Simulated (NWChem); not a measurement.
System: B, doublet

NWChem input:

```
start job
memory heap 200 mb stack 900 mb global 1100 mb
geometry units angstroms noautoz
  B      0.000000     0.000000     0.000000
end
basis spherical
  B library 6-31g*
end
dft
  odft
  mult 2
  xc m06-2x
  grid coarse
  iterations 150
  mulliken
end
task dft gradient
```

NWChem printed, in part:

```
             Northwest Computational Chemistry Package (NWChem) 7.3.0
             --------------------------------------------------------

                             Geometry "geometry" -> ""
                             -------------------------

 Output coordinates in angstroms (scale by  1.889725989 to convert to a.u.)

  No.       Tag          Charge          X              Y              Z
 ---- ---------------- ---------- -------------- -------------- --------------
    1 B                    5.0000     0.00000000     0.00000000     0.00000000

 Effective nuclear repulsion energy (a.u.)       0.0000000000

                                 NWChem DFT Module
                                 -----------------

 Summary of "ao basis" -> "ao basis" (spherical)
 ------------------------------------------------------------------------------
       Tag                 Description            Shells   Functions and Types
 ---------------- ------------------------------  ------  ---------------------
 B                           6-31g*                  6       14   3s2p1d

            General Information
            -------------------
          SCF calculation type: DFT
          Wavefunction type:  spin polarized.
          No. of atoms     :     1
          No. of electrons :     5
           Alpha electrons :     3
            Beta electrons :     2
          Charge           :     0
          Spin multiplicity:     2
          Use of symmetry is: off; symmetry adaption is: off
          Maximum number of iterations: 150
          AO basis - number of functions:    14
                     number of shells:     6
          Convergence on energy requested:  1.00D-06
          Convergence on density requested:  1.00D-05
          Convergence on gradient requested:  5.00D-04

              XC Information
              --------------
                       M06-2X Method XC Functional
                     Hartree-Fock (Exact) Exchange  0.540
                        M06-2X Exchange Functional  1.000
                      M06-2X Correlation Potential  1.000

             Grid Information
             ----------------
          Grid used for XC integration:  coarse
          Radial quadrature: Mura-Knowles
          Angular quadrature: Lebedev.
          Tag              B.-S. Rad. Rad. Pts. Rad. Cut. Ang. Pts.
          ---              ---------- --------- --------- ---------
          B                   0.85       35           4.0       302
          Grid pruning is: on
          Number of quadrature shells:    35
          Spatial weights used:  Erf1

      Superposition of Atomic Density Guess
      -------------------------------------

 Sum of atomic energies:         -24.52608849

      Non-variational initial energy
      ------------------------------

 Total energy =     -24.344905
 1-e energy   =     -32.439213
 2-e energy   =       8.094308
 HOMO         =       0.035704
 LUMO         =       0.035704

     ---------------------------------------------
      Total Density - Mulliken Population Analysis
     ---------------------------------------------

    Atom       Charge   Shell Charges
 -----------   ------   -------------------------------------------------------
    1 B    5     5.00   2.00  0.72  0.36  1.28  0.64  0.00

     --------------------------------------------
      Spin Density - Mulliken Population Analysis
     --------------------------------------------

    Atom       Charge   Shell Charges
 -----------   ------   -------------------------------------------------------
    1 B    5     1.00   0.00  0.00  0.36  0.00  0.64  0.00

   convergence    iter        energy       DeltaE   RMS-Dens  Diis-err
 ---------------- ----- ----------------- --------- --------- ---------
 d= 0,ls=0.0,diis     1    -24.6251090004 -2.46D+01  1.84D-02  1.82D-02
                                                     3.63D-03  2.87D-03
 d= 0,ls=0.0,diis     2    -24.6389046373 -1.38D-02  2.56D-03  3.26D-04
                                                     4.32D-03  6.45D-04
 d= 0,ls=0.0,diis     3    -24.6394026554 -4.98D-04  1.06D-03  4.31D-05
                                                     4.44D-04  2.54D-06
 d= 0,ls=0.0,diis     4    -24.6394455075 -4.29D-05  1.07D-04  3.25D-07
                                                     7.13D-05  1.06D-07
 d= 0,ls=0.0,diis     5    -24.6394458654 -3.58D-07  9.60D-06  2.48D-09
                                                     4.23D-06  3.66D-10

         Total DFT energy =      -24.639445865396
      One electron energy =      -32.470394582338
           Coulomb energy =       11.736988449857
    Exchange-Corr. energy =       -3.906039732915
 Nuclear repulsion energy =        0.000000000000

 Numeric. integr. density =        5.000002041916

                    DFT Final Alpha Molecular Orbital Analysis
                    ------------------------------------------

 Vector    1  Occ=1.000000D+00  E=-7.122753D+00
              MO Center= -4.1D-19,  2.1D-17, -2.7D-17, r^2= 4.1D-02
   Bfn.  Coefficient  Atom+Function         Bfn.  Coefficient  Atom+Function
  ----- ------------  ---------------      ----- ------------  ---------------
     1      0.995614  1 B  s                  2      0.027856  1 B  s

 Vector    2  Occ=1.000000D+00  E=-4.413249D-01
              MO Center= -6.4D-16, -1.2D-17,  2.1D-16, r^2= 1.2D+00
   Bfn.  Coefficient  Atom+Function         Bfn.  Coefficient  Atom+Function
  ----- ------------  ---------------      ----- ------------  ---------------
     6      0.631654  1 B  s                  2      0.432344  1 B  s
     1     -0.237776  1 B  s

 Vector    3  Occ=1.000000D+00  E=-2.109668D-01
              MO Center=  1.2D-16,  2.1D-17, -2.0D-17, r^2= 1.5D+00
   Bfn.  Coefficient  Atom+Function         Bfn.  Coefficient  Atom+Function
  ----- ------------  ---------------      ----- ------------  ---------------
     3      0.599910  1 B  px                 7      0.503904  1 B  px
     5     -0.045749  1 B  pz                 9     -0.038427  1 B  pz
     4      0.035032  1 B  py                 8      0.029423  1 B  py

 Vector    4  Occ=0.000000D+00  E=-2.495913D-02
              MO Center= -1.2D-17, -1.1D-16, -6.3D-17, r^2= 1.7D+00
   Bfn.  Coefficient  Atom+Function         Bfn.  Coefficient  Atom+Function
  ----- ------------  ---------------      ----- ------------  ---------------
     8      0.542381  1 B  py                 4      0.464830  1 B  py
     9      0.249743  1 B  pz                 5      0.214034  1 B  pz

 Vector    5  Occ=0.000000D+00  E=-2.495769D-02
              MO Center= -9.0D-17,  5.8D-17, -1.9D-16, r^2= 1.7D+00
   Bfn.  Coefficient  Atom+Function         Bfn.  Coefficient  Atom+Function
  ----- ------------  ---------------      ----- ------------  ---------------
     9      0.540634  1 B  pz                 5      0.463325  1 B  pz
     8     -0.247642  1 B  py                 4     -0.212230  1 B  py
     7      0.055690  1 B  px                 3      0.047724  1 B  px

 Vector    6  Occ=0.000000D+00  E= 4.604812D-01
              MO Center= -1.3D-14, -7.8D-16,  1.0D-15, r^2= 2.5D+00
   Bfn.  Coefficient  Atom+Function         Bfn.  Coefficient  Atom+Function
  ----- ------------  ---------------      ----- ------------  ---------------
     7     -1.169434  1 B  px                 3      1.123211  1 B  px
     9      0.089196  1 B  pz                 5     -0.085671  1 B  pz
     8     -0.068335  1 B  py                 4      0.065637  1 B  py

                     DFT Final Beta Molecular Orbital Analysis
                     -----------------------------------------

 Vector    1  Occ=1.000000D+00  E=-7.118735D+00
              MO Center=  4.3D-18, -1.7D-18, -5.2D-18, r^2= 4.1D-02
   Bfn.  Coefficient  Atom+Function         Bfn.  Coefficient  Atom+Function
  ----- ------------  ---------------      ----- ------------  ---------------
     1      0.995816  1 B  s                  2      0.027761  1 B  s

 Vector    2  Occ=1.000000D+00  E=-3.839349D-01
              MO Center=  1.7D-16, -2.7D-18,  5.9D-17, r^2= 1.3D+00
   Bfn.  Coefficient  Atom+Function         Bfn.  Coefficient  Atom+Function
  ----- ------------  ---------------      ----- ------------  ---------------
     6      0.681411  1 B  s                  2      0.380156  1 B  s
     1     -0.234809  1 B  s

 Vector    3  Occ=0.000000D+00  E=-1.363277D-02
              MO Center= -7.8D-18,  5.3D-17, -3.3D-17, r^2= 1.8D+00
   Bfn.  Coefficient  Atom+Function         Bfn.  Coefficient  Atom+Function
  ----- ------------  ---------------      ----- ------------  ---------------
     8      0.615555  1 B  py                 4      0.455911  1 B  py
     9      0.158092  1 B  pz                 5      0.117091  1 B  pz

 Vector    4  Occ=0.000000D+00  E=-1.363275D-02
              MO Center=  1.9D-17,  1.1D-18,  1.2D-16, r^2= 1.8D+00
   Bfn.  Coefficient  Atom+Function         Bfn.  Coefficient  Atom+Function
  ----- ------------  ---------------      ----- ------------  ---------------
     9      0.614124  1 B  pz                 5      0.454851  1 B  pz
     8     -0.155555  1 B  py                 4     -0.115212  1 B  py
     7      0.055913  1 B  px                 3      0.041412  1 B  px

 Vector    5  Occ=0.000000D+00  E= 9.156536D-03
              MO Center= -1.0D-16,  5.8D-18,  5.0D-17, r^2= 1.8D+00
   Bfn.  Coefficient  Atom+Function         Bfn.  Coefficient  Atom+Function
  ----- ------------  ---------------      ----- ------------  ---------------
     7      0.663427  1 B  px                 3      0.435911  1 B  px
     9     -0.050590  1 B  pz                 8      0.038737  1 B  py
     5     -0.033241  1 B  pz                 4      0.025452  1 B  py

     ---------------------------------------------
      Total Density - Mulliken Population Analysis
     ---------------------------------------------

    Atom       Charge   Shell Charges
 -----------   ------   -------------------------------------------------------
    1 B    5     5.00   2.00  0.75  0.55  1.25  0.45  0.00

     --------------------------------------------
      Spin Density - Mulliken Population Analysis
     --------------------------------------------

    Atom       Charge   Shell Charges
 -----------   ------   -------------------------------------------------------
    1 B    5     1.00   0.00  0.05  0.55 -0.05  0.45 -0.00

     -------------------------------------------
      Total Density - Lowdin Population Analysis
     -------------------------------------------

    Atom       Charge   Shell Charges
 -----------   ------   -------------------------------------------------------
    1 B    5     5.00   2.00  0.86  0.54  1.14  0.46  0.00

     ------------------------------------------
      Spin Density - Lowdin Population Analysis
     ------------------------------------------

    Atom       Charge   Shell Charges
 -----------   ------   -------------------------------------------------------
    1 B    5     1.00   0.00  0.03  0.54 -0.03  0.46 -0.00

   alpha - beta orbital overlaps
   -----------------------------

   alpha      1      2      3      4      5      6      7      8      9     10
    beta      1      2      5      3      4      8      7      6      9     14
 overlap   1.000  0.999  0.990  0.983  0.983  0.990  0.995  0.995  1.000  1.000

   alpha     11     12     13     14
    beta     10     11     12     13
 overlap   1.000  1.000  0.996  0.996

     --------------------------
     Expectation value of S2:
     --------------------------
      <S2> =      0.7511 (Exact =     0.7500)

            General Information
            -------------------
          SCF calculation type: DFT
          Wavefunction type:  spin polarized.
          No. of atoms     :     1
          No. of electrons :     5
           Alpha electrons :     3
            Beta electrons :     2
          Charge           :     0
          Spin multiplicity:     2
          Use of symmetry is: off; symmetry adaption is: off
          Maximum number of iterations: 150
          AO basis - number of functions:    14
                     number of shells:     6
          Convergence on energy requested:  1.00D-06
          Convergence on density requested:  1.00D-05
          Convergence on gradient requested:  5.00D-04

              XC Information
              --------------
                       M06-2X Method XC Functional
                     Hartree-Fock (Exact) Exchange  0.540
                        M06-2X Exchange Functional  1.000
                      M06-2X Correlation Potential  1.000

             Grid Information
             ----------------
          Grid used for XC integration:  coarse
          Radial quadrature: Mura-Knowles
          Angular quadrature: Lebedev.
          Tag              B.-S. Rad. Rad. Pts. Rad. Cut. Ang. Pts.
          ---              ---------- --------- --------- ---------
          B                   0.85       35           4.0       302
          Grid pruning is: on
          Number of quadrature shells:    35
          Spatial weights used:  Erf1

          Convergence Information
          -----------------------
          Convergence aids based upon iterative change in
          total energy or number of iterations.
          Levelshifting, if invoked, occurs when the
          HOMO/LUMO gap drops below (HL_TOL):  1.00D-02
          DIIS, if invoked, will attempt to extrapolate
          using up to (NFOCK): 10 stored Fock matrices.

                    Damping( 0%)  Levelshifting(0.5)       DIIS
                  --------------- ------------------- ---------------
          dE  on:    start            ASAP                start
          dE off:    2 iters        150 iters           150 iters

                            NWChem DFT Gradient Module
                            --------------------------

  charge          =   0.00
  wavefunction    = open shell

                         DFT ENERGY GRADIENTS

    atom               coordinates                        gradient
                 x          y          z           x          y          z
   1 B       0.000000   0.000000   0.000000   -0.000000   0.000000  -0.000000
```

Level: M06-2X/6-31G* (spherical d), spin-unrestricted. The open p shell is one determinant without spherical averaging. No stability test was run on the SCF state.
